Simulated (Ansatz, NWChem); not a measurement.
# N2O (nitrous oxide): the vertical ionisation energy from total energies

N2O: 3 atoms, total charge 0, spin state singlet. As SMILES, `N#[N+][O-]`. The coordinates come from a PBE0-D4/def2-TZVP relaxation.

```xyz
3

N    -0.5117    1.0013   -0.1679
N    -0.0084    0.0165   -0.0028
O     0.5201   -1.0178    0.1707
```

Both states at this one shape; open shells run unrestricted unless said. 1 Eh = 27.2114 eV.

| level | program | singlet N2O (Eh) | doublet N2O+ (Eh) |
| --- | --- | --- | --- |
| TPSS/cc-pVTZ | NWChem | -184.771022 | -184.302033 |
| MP2/SBKJC-VDZ (core potential), all electrons correlated | NWChem | -35.179698 | -34.679942 |
| MP2/jorge-DZP, 3 core orbitals frozen | NWChem | -184.231762 | -183.731548 |
| CCSD(T)/cc-pVTZ, 3 core orbitals frozen | Ansatz | -184.406342 | -183.936645 |

Question: Work out the vertical ionisation energy at each level.

Answer: 
1. TPSS/cc-pVTZ: -184.302033 − (-184.771022) = 0.468989 Eh = 12.76 eV.
2. MP2/SBKJC-VDZ (core potential): -34.679942 − (-35.179698) = 0.499756 Eh = 13.60 eV.
3. MP2/jorge-DZP: -183.731548 − (-184.231762) = 0.500214 Eh = 13.61 eV.
4. CCSD(T)/cc-pVTZ: -183.936645 − (-184.406342) = 0.469697 Eh = 12.78 eV.

No measured value is set beside it here; the levels span 12.76 to 13.61 eV. The second state is spin-contaminated at MP2/SBKJC-VDZ (core potential) (⟨S²⟩ = 1.02). The second state is spin-contaminated at MP2/jorge-DZP (⟨S²⟩ = 0.96). The second state is spin-contaminated at CCSD(T)/cc-pVTZ (⟨S²⟩ = 0.95).
